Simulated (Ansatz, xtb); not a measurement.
# Relative energy of two conformers of CH6OSi+

Structure I: the doublet with the links of `[CH2][SiH2][OH2+]`. Structure II: the doublet with the links of `[CH2][SiH2][OH2+]`. Both are isolated ions in the gas phase, relaxed with B3LYP-D3(BJ)/def2-SVP.

I (Å):

```
atom   x (Å)    y (Å)    z (Å)
   C  1.9167   0.9114  -0.3495
   O  1.1619  -1.7306  -1.5616
  Si  1.4528  -0.8010   0.0664
   H  1.8720  -2.1263  -2.1017
   H  0.3282  -1.7018  -2.0682
   H  2.9606   1.2179  -0.4828
   H  1.1732   1.7110  -0.4462
   H  0.1011  -0.9960   0.6199
   H  2.5338  -1.6673   0.5689
```

II (Å):

```xyz
9

C     1.8720    0.8973   -0.4119
O     1.0968   -1.6981   -1.5740
Si    1.4250   -0.8034    0.0629
H     1.4486   -2.5837   -1.7859
H     0.4220   -1.4339   -2.2279
H     2.8542    1.1499   -0.8275
H     1.1896    1.7406   -0.2565
H     0.1256   -0.9631    0.7400
H     2.5106   -1.7039    0.4944
```

Estimate E(II) − E(I) at the level CCSD(T)/def2-SVP + ΔMP2/def2-TZVPP.

Too close to call at this level: CCSD(T)/def2-SVP + ΔMP2/def2-TZVPP gives E(II) − E(I) = −0.08 kcal/mol.

The same difference at several levels:

| level | geometry | E(II) − E(I) (kcal/mol) | departure from the last row (kcal/mol) | job, with rough time for the two |
| --- | --- | --- | --- | --- |
| B3LYP-D3(BJ)/def2-SVP | B3LYP-D3(BJ)/def2-SVP | +0.03 | +0.12 | optimisation, 49 s |
| HF/def2-SVP | B3LYP-D3(BJ)/def2-SVP | −0.03 | +0.05 | part of the CCSD(T) run |
| MP2/def2-SVP | B3LYP-D3(BJ)/def2-SVP | +0.04 | +0.13 | part of the CCSD(T) run |
| CCSD(T)/def2-SVP | B3LYP-D3(BJ)/def2-SVP | +0.05 | +0.13 | single point |
| CCSD(T)/def2-SVP + ΔMP2/def2-TZVPP | B3LYP-D3(BJ)/def2-SVP | −0.08 |  | single point, 18 s |

The largest departure from CCSD(T)/def2-SVP + ΔMP2/def2-TZVPP is that of CCSD(T)/def2-SVP, 0.13 kcal/mol. Levels run at GFN2-xTB geometries aren't shown. The last row adds to CCSD(T) the change of the MP2 difference between the two basis sets, here −0.13 kcal/mol.

With harmonic frequencies from B3LYP-D3(BJ)/def2-SVP (ideal gas, rigid rotor, one conformer each, 298.15 K, 1 atm): on the last row, ΔE + ΔZPE = −0.14, ΔH = −0.12, ΔG = −0.20 kcal/mol.

Open shells are spin-unrestricted. The correlated steps freeze 7 core orbitals. Mirror images aren't counted in ΔG. Run with Ansatz 0.2.0; the last row on 1 thread of Intel(R) Xeon(R) 6975P-C (Granite Rapids) on a shared host.
